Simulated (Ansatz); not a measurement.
Geometry optimisation, UKS PBE-D4/def2-SVP (Ansatz).

The input (input.yaml):

```yaml
crystal:
  periodic: [false, false, false]
  atoms:
    - { symbol: Al, position_ang: [0.0, 0.0, -0.306552] }
    - { symbol: H, position_ang: [0.0, 0.0, 2.448304] }
    - { symbol: H, position_ang: [1.406888, 0.0, -1.103982] }
    - { symbol: H, position_ang: [-1.406888, 0.0, -1.103982] }
    - { symbol: Cl, position_ang: [0.0, 0.0, 3.796212] }
magnetization:
  spin_polarized: true
  initial_magnetization: 1
basis:
  gaussian: { orbitals: def2-SVP }
hamiltonian:
  xc: pbe
  dispersion: d4
relax:
  f_tol: 0.03
  max_steps: 50
```

Command:

```bash
$ ansatz run input.yaml --threads 1 --pin off --max-ram 2048MiB --backend cpu --events-out ev --progress --plain --runs-dir out
```

Q: Where does it end, and by what steps?

A: It converged. After 6 steps the energy has fallen by 0.053 eV; H2 moved furthest, 0.34 Å.

```csv
step,energy less start (eV),largest force component (eV/Å),accepted
0,0.0000,0.758,yes
1,-0.0399,0.116,yes
2,-0.0390,0.749,no
3,-0.0490,0.215,yes
4,-0.0515,0.221,yes
5,-0.0521,0.085,yes
6,-0.0528,0.002,yes
```

```xyz
5
Properties=species:S:1:pos:R:3
Al 0.000 0.000 -0.099
H 0.000 0.000 2.111
H 1.410 0.000 -0.877
H -1.410 0.000 -0.877
Cl 0.000 0.000 3.473
```

Whether the end is a true minimum wasn't checked by a vibrational analysis.

Run time: 9.8 s on 1 thread of Intel(R) Xeon(R) Platinum 8375C CPU @ 2.90GHz (Ice Lake) (shared host), peak memory 0.14 GiB.
